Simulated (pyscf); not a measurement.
Single points on ωB97X-D3(BJ)/def2-SVP structures (PySCF, gas phase). MP2 and CC: frozen core, UHF for open shells. ΔMP2 is the change of the MP2 total energy from the triple- to the quadruple-zeta basis.

### Question
:HC–F [singlet] + hydrogen chloride (HCl) → F–CH₂–Cl
Surface: singlet. Broken: Cl–H. Formed: C–Cl, C–H. Give ΔE‡ and ΔE from CCSD(T)/def2-TZVPP + ΔMP2(QZVPP), relative to the separated reactants.

### Answer
ΔE‡ = 121.6 kJ/mol, ΔE = -338.5 kJ/mol. Zero-point energy shifts the barrier by +4.4 kJ/mol. It is an insertion, with an imaginary mode of 1013i cm⁻¹. From the product side, •H₂C–F + Cl• lies, by one bond made or cut, 86.4 kJ/mol under this saddle at ωB97M-D3(BJ). This is the saddle that the search found; another between the same sides may lie lower. A restricted singlet here is unstable towards spin polarisation, as is usual where a triplet lies low; its energy is less safe. The CCSD(T) − MP2 part came from Ansatz, without density fitting, on the same reference.
